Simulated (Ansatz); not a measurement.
Geometry optimisation, RKS PBE/def2-SVP in Ansatz.

Input:

```yaml
crystal:
  periodic: [false, false, false]
  atoms:
    - { symbol: Si, position_ang: [0.0, 0.0, 0.0] }
    - { symbol: H, position_ang: [0.0, 0.0, 1.46] }
    - { symbol: F, position_ang: [1.4994, 0.0, -0.5295] }
    - { symbol: H, position_ang: [-0.6877, 1.1914, -0.4862] }
    - { symbol: O, position_ang: [-0.7913, -1.3709, -0.5594] }
    - { symbol: H, position_ang: [-1.2459, -1.8365, 0.2129] }
basis:
  gaussian: { orbitals: def2-SVP }
hamiltonian:
  xc: pbe
relax:
  f_tol: 0.02
  max_steps: 40
```

Command:

```bash
$ ansatz run input.yaml --threads 1 --pin off --max-ram 2048MiB --backend cpu --events-out ev --progress --plain --runs-dir out
```

Problem. Where does it end, and by what steps?

Solution. The forces met the threshold. After 7 steps the energy has fallen by 0.191 eV; H6 moved furthest, 0.46 Å.

```csv
step,energy less start (eV),largest force component (eV/Å),accepted
0,0.0000,1.425,yes
1,-0.0976,0.895,yes
2,-0.1315,0.287,yes
3,-0.1769,0.217,yes
4,-0.1821,0.259,yes
5,0.0018,2.950,no
6,-0.1899,0.070,yes
7,-0.1906,0.016,yes
```

```xyz
6
Properties=species:S:1:pos:R:3
Si -0.079 0.041 0.054
H 0.026 0.131 1.550
F 1.450 -0.182 -0.489
H -0.637 1.268 -0.584
O -1.070 -1.207 -0.430
H -0.915 -2.067 -0.003
```

Whether the end is a true minimum wasn't checked by a vibrational analysis.

The run took 11 s on 1 thread of Arm Neoverse V2 (shared host), peak memory 0.12 GiB.
